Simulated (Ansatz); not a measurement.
Cost and result for the atomization energy of CH$_{4}$Al$_{2}$ (`[CH2]1[AlH][AlH]1`) (7 atoms, 7 bonds).

The species carries charge 0 and has multiplicity 1. The structure was optimised at the PBE0-D4/def2-TZVP level. Program: Ansatz. All runs use 2 threads of an Arm Neoverse V1 on a shared host. Times are those of one run each, without the atoms' runs, and a repeat can differ threefold. Electronic energies, without spin–orbit coupling; frozen cores. CCSD(T)/CBS adds CCSD(T) − MP2 in def2-TZVPP to the MP2 limit, and its time is that of the two runs behind it. T1 = 0.014.

CCSD(T)/CBS is a level of theory with its own doubt, some kJ/mol a heavy atom from the limit and from the frozen cores, so smaller differences don't rank the functionals.

```csv
level,functions,wall time,atomization (kJ/mol),difference from CCSD(T)/CBS,per bond
CCSD(T)/def2-SVP,70,0.85 s,1836.0,-119.1,-17.0
revPBE-D4/def2-TZVPP,171,1.8 s,1922.5,-32.6,-4.7
PBE-D4/def2-TZVPP (with forces),171,2.2 s,1963.0,7.9,1.1
BHLYP-D4/def2-TZVPP,171,2.3 s,1898.0,-57.1,-8.2
CAM-B3LYP-D4/def2-TZVPP,171,2.8 s,1940.4,-14.7,-2.1
r2SCANh-D4/def2-TZVPP,171,4.1 s,1959.3,4.2,0.6
B2PLYP/def2-TZVPP,171,4.2 s,1917.0,-38.1,-5.4
PBE-QIDH/def2-TZVPP,171,4.3 s,1939.0,-16.1,-2.3
ωB97X-V/def2-TZVPP,171,7 s,1959.2,4.1,0.6
ωB97M-V/def2-TZVPP (with forces),171,10 s,1951.7,-3.4,-0.5
MP2/def2-QZVPP,317,12 s,1944.3,-10.8,-1.6
CCSD(T)/def2-TZVPP,171,16 s,1902.8,-52.3,-7.5
CCSD(T)/CBS(def2),–,28 s,1955.1,0.0,0.0
```

From BLYP to BHLYP (50 % exact exchange), in def2-TZVPP and without D4, the atomization energy moves by −11.9 kJ/mol: exact exchange takes away binding that semilocal exchange gives to molecules. At CCSD(T), def2-SVP lies −119.2 kJ/mol from the extrapolated value and def2-TZVPP −52.3 kJ/mol: correlation converges slowly with the basis, and small sets miss more of it in the bonded molecule than in its fragments. In def2-TZVPP, CCSD(T) changes the Hartree–Fock value by +484.8 kJ/mol (the triples alone add +30.7 kJ/mol) and MP2 by +495.2 kJ/mol; breaking electron pairs costs correlation energy, which Hartree–Fock lacks.
